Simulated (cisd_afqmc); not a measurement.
Input (AFQMC/CISD/cc-pVTZ; cisd_afqmc is a phaseless AFQMC code with CISD trial states that reads the integrals written by Ansatz):

Ansatz 0.2 input:
```python
import cisd_afqmc

open("ham.yaml", "w").write("""\
crystal:
  periodic: [false, false, false]
  atoms:
    - {symbol: C, position_ang: [0.00940108, 0.00315426, 0.10262029]}
    - {symbol: H, position_ang: [-0.01915108, 0.98625848, -0.33929582]}
    - {symbol: H, position_ang: [-0.03725541, -1.00518403, -0.27642595]}
basis:
  gaussian:
    orbitals: cc-pVTZ
magnetization: {spin_polarized: true, initial_magnetization: 2}
correlation: {method: ccsd, electrons: outside_noble_gas, hamiltonian_folder: ham}
""")
rep = cisd_afqmc.ansatz("ham.yaml")
e_ccsd = rep["correlation"]["coupled_cluster"]["energy"]["hartree"]
out = cisd_afqmc.run("ham", e_ccsd, trial="CISD", walkers=100, populations=8, threads=8, dt=0.0025, steps=80, early=24, settle=10, least=32,
    cut=5e-5, rank_cut=2e-4, target=0.0004, seconds=1500, seed=2, memory=12960, gpu=False)
```

Output:

```
orbitals 57, occupied [4, 2], factors 260 of 324, rank of the doubles 161 of 322
E(HF) = -38.937592
E(CCSD) on the cut factors = -39.074424, shift to the whole factors -0.000004
Energy of the trial state on the determinant = -39.074345
  tau behind 7.2 of longer steps, mean of the populations' last blocks
   2.0  -39.07847
   4.0  -39.07829
   6.0  -39.07832
   8.0  -39.07813
blocks 269 (0 outliers left out), error by blocks joined: 1: 0.00007, 2: 0.00008, 4: 0.00009, 8: 0.00010, 16: 0.00011
E(AFQMC/CISD) = -39.07831 +/- 0.00011
```
